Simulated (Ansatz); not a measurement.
A short molecular-dynamics run on CH5FSi (`FC[SiH3]`).

```yaml
crystal:
  periodic: [false, false, false]
  atoms:
    - {symbol: F, position_ang: [-0.715547, -0.521911, -1.724950]}
    - {symbol: C, position_ang: [-0.496028, 0.415235, -0.720960]}
    - {symbol: Si, position_ang: [0.491995, -0.357652, 0.699458]}
    - {symbol: H, position_ang: [-1.469417, 0.778078, -0.373937]}
    - {symbol: H, position_ang: [0.039012, 1.264989, -1.158242]}
    - {symbol: H, position_ang: [0.693168, 0.689801, 1.736771]}
    - {symbol: H, position_ang: [1.809890, -0.828580, 0.204688]}
    - {symbol: H, position_ang: [-0.260773, -1.497059, 1.281272]}
basis:
  gaussian: {orbitals: "6-31G*"}
hamiltonian: {xc: {name: BLYP}}
md: {timestep: 1 fs, n_steps: 50, ensemble: nvt_nose_hoover, temperature: 300, initial_velocities: maxwell_boltzmann, seed: 137}
```

```sh
$ ansatz run in.yaml --threads 2 --pin off --events-out ev --progress --plain --max-ram 4352MiB
```

```
step  time (fs)  potential energy (eV)  kinetic (eV)  T (K)  conserved (eV)
   0        0.0            -11710.4320        0.2327    300     -11710.1994
   1        1.0            -11710.4087        0.2099    271     -11710.1988
   2        2.0            -11710.3779        0.1796    232     -11710.1983
   3        3.0            -11710.3474        0.1494    193     -11710.1980
   4        4.0            -11710.3218        0.1240    160     -11710.1978
   5        5.0            -11710.3045        0.1069    138     -11710.1977
   6        6.0            -11710.2982        0.1006    130     -11710.1976
   7        7.0            -11710.3031        0.1054    136     -11710.1978
   8        8.0            -11710.3163        0.1183    152     -11710.1982
   9        9.0            -11710.3317        0.1334    172     -11710.1986
  10       10.0            -11710.3437        0.1455    188     -11710.1987
  11       11.0            -11710.3510        0.1529    197     -11710.1985
  12       12.0            -11710.3552        0.1574    203     -11710.1985
  13       13.0            -11710.3574        0.1595    206     -11710.1987
  14       14.0            -11710.3540        0.1560    201     -11710.1989
  15       15.0            -11710.3417        0.1441    186     -11710.1987
  16       16.0            -11710.3235        0.1267    163     -11710.1981
  17       17.0            -11710.3084        0.1122    145     -11710.1976
  18       18.0            -11710.3049        0.1090    141     -11710.1975
  19       19.0            -11710.3143        0.1181    152     -11710.1980
  20       20.0            -11710.3293        0.1326    171     -11710.1987
  21       21.0            -11710.3393        0.1425    184     -11710.1990
  22       22.0            -11710.3388        0.1424    184     -11710.1989
  23       23.0            -11710.3297        0.1339    173     -11710.1985
  24       24.0            -11710.3174        0.1221    157     -11710.1983
  25       25.0            -11710.3057        0.1107    143     -11710.1981
  26       26.0            -11710.2968        0.1022    132     -11710.1979
  27       27.0            -11710.2943        0.1003    129     -11710.1976
  28       28.0            -11710.3020        0.1082    140     -11710.1977
  29       29.0            -11710.3196        0.1257    162     -11710.1981
  30       30.0            -11710.3407        0.1466    189     -11710.1986
  31       31.0            -11710.3572        0.1632    210     -11710.1989
  32       32.0            -11710.3645        0.1711    221     -11710.1988
  33       33.0            -11710.3644        0.1718    222     -11710.1984
  34       34.0            -11710.3618        0.1698    219     -11710.1984
  35       35.0            -11710.3579        0.1660    214     -11710.1987
  36       36.0            -11710.3480        0.1563    202     -11710.1990
  37       37.0            -11710.3286        0.1376    177     -11710.1987
  38       38.0            -11710.3033        0.1133    146     -11710.1981
  39       39.0            -11710.2814        0.0924    119     -11710.1975
  40       40.0            -11710.2719        0.0833    107     -11710.1973
  41       41.0            -11710.2777        0.0891    115     -11710.1976
  42       42.0            -11710.2943        0.1055    136     -11710.1982
  43       43.0            -11710.3125        0.1236    159     -11710.1988
  44       44.0            -11710.3231        0.1344    173     -11710.1991
  45       45.0            -11710.3215        0.1334    172     -11710.1990
  46       46.0            -11710.3086        0.1214    157     -11710.1987
  47       47.0            -11710.2897        0.1034    133     -11710.1982
  48       48.0            -11710.2714        0.0860    111     -11710.1978
  49       49.0            -11710.2608        0.0760     98     -11710.1975
  50       50.0            -11710.2618        0.0772    100     -11710.1976
```

Velocities are drawn at the set temperature; a run this short doesn't reach equilibrium.

Frames (Å, forces in eV/Å):

```xyz
8
time=0.0 fs
F    -0.716   -0.522   -1.725   -0.114   -0.704   -0.657
C    -0.496    0.415   -0.721    0.011    0.273    0.191
Si    0.492   -0.358    0.699    0.099   -0.049    0.159
H    -1.469    0.778   -0.374   -0.317    0.222    0.169
H     0.039    1.265   -1.158    0.167    0.379   -0.083
H     0.693    0.690    1.737    0.062    0.117    0.191
H     1.810   -0.829    0.205    0.164   -0.081   -0.046
H    -0.261   -1.497    1.281   -0.072   -0.157    0.077
8
time=2.0 fs
F    -0.710   -0.517   -1.716   -0.053   -1.148   -1.174
C    -0.497    0.416   -0.726    0.103    0.285    0.419
Si    0.486   -0.360    0.699    0.763    0.026   -0.305
H    -1.490    0.721   -0.391   -0.293    0.635    0.265
H     0.062    1.260   -1.162   -0.125    0.324    0.092
H     0.734    0.703    1.691    0.059    0.253    0.403
H     1.817   -0.825    0.162   -0.199   -0.009    0.110
H    -0.228   -1.489    1.308   -0.256   -0.364    0.190
8
time=4.0 fs
F    -0.705   -0.514   -1.710    0.013   -1.385   -1.505
C    -0.498    0.418   -0.729   -0.290    0.548    0.694
Si    0.481   -0.363    0.697    1.136    0.115   -0.346
H    -1.520    0.688   -0.399    0.248    0.758    0.153
H     0.080    1.268   -1.163   -0.432    0.099    0.264
H     0.777    0.725    1.660   -0.001    0.138    0.363
H     1.817   -0.822    0.124   -0.419    0.014    0.221
H    -0.205   -1.493    1.342   -0.255   -0.287    0.156
8
time=6.0 fs
F    -0.700   -0.515   -1.707    0.051   -1.361   -1.577
C    -0.499    0.422   -0.730   -0.743    0.623    0.917
Si    0.477   -0.365    0.696    1.159    0.205   -0.009
H    -1.542    0.683   -0.401    0.669    0.705    0.022
H     0.082    1.279   -1.154   -0.506   -0.013    0.270
H     0.820    0.752    1.642   -0.114   -0.148    0.166
H     1.802   -0.818    0.094   -0.402   -0.036    0.236
H    -0.191   -1.509    1.381   -0.114    0.024   -0.024
8
time=8.0 fs
F    -0.695   -0.518   -1.707    0.045   -1.101   -1.397
C    -0.503    0.428   -0.728   -0.867    0.375    0.981
Si    0.475   -0.367    0.694    0.924    0.311    0.411
H    -1.539    0.705   -0.402    0.546    0.560   -0.002
H     0.065    1.291   -1.135   -0.290    0.068    0.097
H     0.859    0.774    1.631   -0.221   -0.400   -0.011
H     1.772   -0.816    0.072   -0.161   -0.147    0.145
H    -0.182   -1.523    1.419    0.024    0.334   -0.223
8
time=10.0 fs
F    -0.689   -0.523   -1.710   -0.012   -0.661   -1.021
C    -0.510    0.435   -0.723   -0.560   -0.030    0.822
Si    0.474   -0.368    0.693    0.587    0.439    0.661
H    -1.516    0.748   -0.402   -0.061    0.365    0.079
H     0.037    1.305   -1.112    0.068    0.183   -0.139
H     0.889    0.780    1.620   -0.266   -0.483   -0.065
H     1.736   -0.820    0.056    0.181   -0.279   -0.011
H    -0.171   -1.525    1.449    0.063    0.465   -0.326
8
time=12.0 fs
F    -0.684   -0.529   -1.715   -0.106   -0.133   -0.534
C    -0.518    0.441   -0.716   -0.145   -0.197    0.488
Si    0.474   -0.369    0.693    0.370    0.528    0.578
H    -1.495    0.805   -0.400   -0.579    0.090    0.117
H     0.012    1.326   -1.095    0.307    0.060   -0.264
H     0.910    0.769    1.607   -0.223   -0.361    0.020
H     1.706   -0.834    0.040    0.396   -0.351   -0.120
H    -0.159   -1.510    1.467   -0.020    0.364   -0.285
8
time=14.0 fs
F    -0.679   -0.536   -1.721   -0.205    0.365   -0.040
C    -0.527    0.448   -0.707   -0.113    0.073    0.150
Si    0.475   -0.369    0.693    0.432    0.499    0.122
H    -1.495    0.866   -0.393   -0.446   -0.343   -0.025
H    -0.002    1.348   -1.087    0.317   -0.301   -0.223
H     0.922    0.744    1.594   -0.098   -0.076    0.207
H     1.691   -0.861    0.020    0.312   -0.289   -0.078
H    -0.148   -1.481    1.474   -0.199    0.073   -0.113
8
time=16.0 fs
F    -0.674   -0.542   -1.727   -0.282    0.743    0.384
C    -0.536    0.454   -0.697   -0.285    0.368   -0.155
Si    0.476   -0.369    0.694    0.661    0.354   -0.463
H    -1.511    0.913   -0.388    0.008   -0.753   -0.214
H    -0.004    1.359   -1.087    0.215   -0.572   -0.117
H     0.930    0.716    1.590    0.054    0.224    0.387
H     1.687   -0.899   -0.004    0.015   -0.114    0.089
H    -0.144   -1.449    1.477   -0.386   -0.251    0.089
8
time=18.0 fs
F    -0.670   -0.547   -1.732   -0.331    0.959    0.700
C    -0.546    0.462   -0.688   -0.247    0.209   -0.453
Si    0.478   -0.368    0.694    0.783    0.160   -0.732
H    -1.528    0.932   -0.391    0.211   -0.865   -0.267
H     0.002    1.349   -1.093    0.144   -0.504   -0.058
H     0.940    0.697    1.600    0.139    0.330    0.403
H     1.684   -0.942   -0.023   -0.258    0.078    0.254
H    -0.155   -1.427    1.483   -0.442   -0.368    0.153
8
time=20.0 fs
F    -0.666   -0.549   -1.736   -0.353    1.014    0.894
C    -0.557    0.470   -0.680    0.150   -0.447   -0.735
Si    0.481   -0.367    0.693    0.633   -0.006   -0.459
H    -1.538    0.919   -0.403   -0.016   -0.610   -0.153
H     0.014    1.320   -1.100    0.132   -0.130   -0.067
H     0.956    0.689    1.625    0.105    0.168    0.194
H     1.672   -0.981   -0.034   -0.349    0.199    0.318
H    -0.182   -1.418    1.495   -0.302   -0.189    0.009
8
time=22.0 fs
F    -0.663   -0.550   -1.738   -0.343    0.937    0.970
C    -0.568    0.477   -0.675    0.767   -1.179   -0.991
Si    0.485   -0.366    0.692    0.218   -0.076    0.144
H    -1.548    0.883   -0.421   -0.428   -0.164    0.029
H     0.031    1.287   -1.110    0.056    0.273   -0.063
H     0.975    0.688    1.657    0.007   -0.105   -0.116
H     1.646   -1.014   -0.032   -0.217    0.201    0.244
H    -0.221   -1.416    1.506   -0.059    0.112   -0.218
8
time=24.0 fs
F    -0.661   -0.549   -1.738   -0.299    0.775    0.943
C    -0.576    0.480   -0.673    1.047   -1.426   -1.152
Si    0.489   -0.365    0.691   -0.335   -0.025    0.713
H    -1.574    0.841   -0.438   -0.369    0.126    0.105
H     0.049    1.263   -1.122   -0.200    0.441    0.047
H     0.994    0.682    1.684   -0.071   -0.292   -0.352
H     1.613   -1.039   -0.022    0.083    0.087    0.059
H    -0.262   -1.409    1.510    0.144    0.315   -0.364
8
time=26.0 fs
F    -0.660   -0.546   -1.736   -0.229    0.576    0.826
C    -0.581    0.478   -0.674    0.750   -1.193   -1.150
Si    0.493   -0.364    0.690   -0.807    0.073    0.965
H    -1.613    0.802   -0.452    0.276    0.178    0.065
H     0.060    1.256   -1.133   -0.513    0.403    0.194
H     1.012    0.666    1.699   -0.080   -0.298   -0.415
H     1.583   -1.061   -0.009    0.383   -0.064   -0.133
H    -0.297   -1.392    1.500    0.220    0.324   -0.353
8
time=28.0 fs
F    -0.659   -0.542   -1.733   -0.151    0.362    0.623
C    -0.583    0.473   -0.679    0.399   -0.870   -0.998
Si    0.496   -0.362    0.691   -0.959    0.077    0.722
H    -1.641    0.770   -0.463    0.763    0.186    0.067
H     0.051    1.264   -1.136   -0.648    0.329    0.243
H     1.026    0.639    1.699   -0.008   -0.118   -0.282
H     1.567   -1.085   -0.001    0.461   -0.106   -0.188
H    -0.325   -1.362    1.477    0.143    0.140   -0.187
8
time=30.0 fs
F    -0.658   -0.537   -1.728   -0.081    0.129    0.325
C    -0.584    0.465   -0.688    0.401   -0.607   -0.712
Si    0.497   -0.361    0.693   -0.744   -0.073    0.058
H    -1.642    0.746   -0.471    0.615    0.229    0.185
H     0.018    1.285   -1.130   -0.525    0.288    0.151
H     1.040    0.608    1.687    0.119    0.175   -0.012
H     1.567   -1.113    0.000    0.261    0.017   -0.067
H    -0.348   -1.327    1.446   -0.046   -0.157    0.072
8
time=32.0 fs
F    -0.657   -0.532   -1.723   -0.033   -0.120   -0.059
C    -0.584    0.455   -0.698    0.739   -0.289   -0.328
Si    0.498   -0.360    0.695   -0.390   -0.274   -0.607
H    -1.621    0.730   -0.472   -0.043    0.254    0.380
H    -0.034    1.316   -1.119   -0.241    0.213   -0.013
H     1.058    0.583    1.676    0.214    0.407    0.226
H     1.578   -1.140   -0.001   -0.043    0.198    0.117
H    -0.372   -1.298    1.419   -0.203   -0.389    0.284
8
time=34.0 fs
F    -0.657   -0.527   -1.718   -0.021   -0.370   -0.484
C    -0.582    0.444   -0.710    0.878    0.316    0.163
Si    0.498   -0.359    0.696   -0.151   -0.390   -0.812
H    -1.601    0.723   -0.458   -0.498    0.128    0.493
H    -0.096    1.356   -1.108    0.035   -0.010   -0.147
H     1.085    0.573    1.672    0.162    0.401    0.238
H     1.587   -1.160    0.002   -0.247    0.301    0.234
H    -0.404   -1.283    1.401   -0.158   -0.375    0.315
8
time=36.0 fs
F    -0.656   -0.523   -1.713   -0.050   -0.601   -0.882
C    -0.576    0.434   -0.721    0.360    1.194    0.813
Si    0.497   -0.359    0.696   -0.118   -0.357   -0.512
H    -1.598    0.720   -0.426   -0.209   -0.191    0.354
H    -0.157    1.395   -1.102    0.226   -0.340   -0.212
H     1.117    0.578    1.677   -0.040    0.173    0.029
H     1.587   -1.169    0.014   -0.262    0.260    0.229
H    -0.442   -1.282    1.396    0.092   -0.139    0.180
8
time=38.0 fs
F    -0.656   -0.520   -1.711   -0.103   -0.776   -1.160
C    -0.570    0.428   -0.730   -0.337    1.839    1.453
Si    0.497   -0.359    0.696   -0.237   -0.176   -0.034
H    -1.602    0.711   -0.381    0.314   -0.465    0.060
H    -0.210    1.421   -1.105    0.358   -0.547   -0.233
H     1.148    0.590    1.683   -0.268   -0.086   -0.208
H     1.578   -1.168    0.035   -0.090    0.084    0.108
H    -0.476   -1.286    1.397    0.363    0.127    0.015
8
time=40.0 fs
F    -0.656   -0.519   -1.711   -0.152   -0.846   -1.236
C    -0.564    0.428   -0.734   -0.656    1.799    1.796
Si    0.496   -0.360    0.695   -0.374    0.076    0.296
H    -1.595    0.684   -0.334    0.467   -0.482   -0.169
H    -0.249    1.428   -1.116    0.454   -0.443   -0.237
H     1.169    0.598    1.682   -0.404   -0.222   -0.314
H     1.566   -1.164    0.059    0.171   -0.151   -0.066
H    -0.496   -1.285    1.399    0.493    0.269   -0.071
8
time=42.0 fs
F    -0.656   -0.519   -1.713   -0.172   -0.782   -1.083
C    -0.561    0.433   -0.732   -0.467    1.096    1.675
Si    0.495   -0.360    0.695   -0.330    0.248    0.280
H    -1.572    0.640   -0.292    0.135   -0.235   -0.217
H    -0.271    1.418   -1.136    0.482   -0.086   -0.202
H     1.175    0.599    1.668   -0.397   -0.180   -0.235
H     1.559   -1.165    0.082    0.330   -0.297   -0.179
H    -0.498   -1.275    1.398    0.417    0.235   -0.039
8
time=44.0 fs
F    -0.657   -0.521   -1.718   -0.159   -0.601   -0.758
C    -0.559    0.442   -0.725    0.049    0.221    1.098
Si    0.493   -0.360    0.695    0.016    0.217   -0.114
H    -1.543    0.586   -0.258   -0.429    0.143   -0.130
H    -0.275    1.404   -1.164    0.374    0.194   -0.046
H     1.166    0.593    1.647   -0.252    0.023    0.000
H     1.565   -1.178    0.097    0.244   -0.239   -0.152
H    -0.485   -1.256    1.396    0.158    0.041    0.101
8
time=46.0 fs
F    -0.657   -0.524   -1.724   -0.117   -0.339   -0.356
C    -0.557    0.452   -0.715    0.322   -0.356    0.375
Si    0.491   -0.360    0.695    0.510    0.017   -0.647
H    -1.531    0.538   -0.229   -0.626    0.469   -0.156
H    -0.265    1.397   -1.194    0.129    0.155    0.264
H     1.148    0.588    1.625   -0.044    0.288    0.275
H     1.580   -1.199    0.108   -0.015   -0.026   -0.030
H    -0.466   -1.235    1.399   -0.160   -0.208    0.274
8
time=48.0 fs
F    -0.658   -0.528   -1.730   -0.059   -0.039    0.039
C    -0.554    0.460   -0.703    0.012   -0.703   -0.123
Si    0.490   -0.360    0.694    0.850   -0.203   -0.882
H    -1.540    0.507   -0.207   -0.220    0.664   -0.402
H    -0.250    1.396   -1.213   -0.104   -0.009    0.553
H     1.127    0.593    1.613    0.090    0.423    0.403
H     1.594   -1.221    0.117   -0.250    0.190    0.079
H    -0.452   -1.222    1.411   -0.319   -0.324    0.334
8
time=50.0 fs
F    -0.660   -0.532   -1.737   -0.002    0.257    0.373
C    -0.551    0.466   -0.691   -0.476   -1.039   -0.404
Si    0.490   -0.360    0.692    0.860   -0.301   -0.549
H    -1.558    0.501   -0.199    0.257    0.711   -0.589
H    -0.239    1.395   -1.212   -0.174   -0.017    0.608
H     1.110    0.615    1.616    0.061    0.294    0.268
H     1.599   -1.237    0.129   -0.326    0.296    0.103
H    -0.450   -1.221    1.436   -0.201   -0.201    0.191
```

Hardware: 2 threads of an Arm Neoverse V2 on a shared host. Wall time 38 s, peak host memory 0.09 GiB.
